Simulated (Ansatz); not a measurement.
Basis-set series for C₂H₈Si, SMILES `C[SiH2]C`. Charge 0, multiplicity 1. The geometry is a stationary point of PBE0-D4/def2-TZVP.

```tsv
functional	basis	functions	energy (Eh)	HOMO (eV)	LUMO (eV)
PBE0-D4	def2-SVP	86	-370.15960	-8.82	1.63
PBE0-D4	def2-QZVPP	424	-370.36688	-8.82	0.62
ωB97M-V	def2-SVP	86	-370.28779	-11.06	3.27
ωB97M-V	def2-QZVPP	424	-370.50282	-11.07	1.76
```

Task: Give the rows for def2-TZVPP. (An estimate is asked.)

Result: Computed: 
| functional | basis | functions | energy (Eh) | HOMO (eV) | LUMO (eV) |
| --- | --- | --- | --- | --- | --- |
| PBE0-D4 | def2-TZVPP | 216 | -370.35200 | -8.82 | 1.07 |
| ωB97M-V | def2-TZVPP | 216 | -370.48868 | -11.08 | 2.50 |

Positive LUMOs are unbound and depend on the basis.
